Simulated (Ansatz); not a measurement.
diphosphorus (P₂), SMILES P#P.

The structure is a stationary point at B3LYP-D3(BJ)/def2-TZVPD.

Two levels are set side by side: PBE/def2-TZVPD (Ansatz, a quantum-chemistry and plane-wave program) and CAM-B3LYP/def2-TZVPD (Ansatz). Energy differences of separate SCF runs at the same geometry; the states with an electron removed or added have multiplicity 2 and 2. Differences are taken from unrounded values.

| quantity | CAM-B3LYP | PBE | PBE minus CAM-B3LYP |
|---|---|---|---|
| vertical ionisation energy (eV) | 10.38 | 10.52 | 0.13 |
| vertical electron affinity (eV) | 0.52 | 0.42 | -0.10 |
| vertical singlet–triplet gap (eV) | 2.69 | 2.90 | 0.21 |
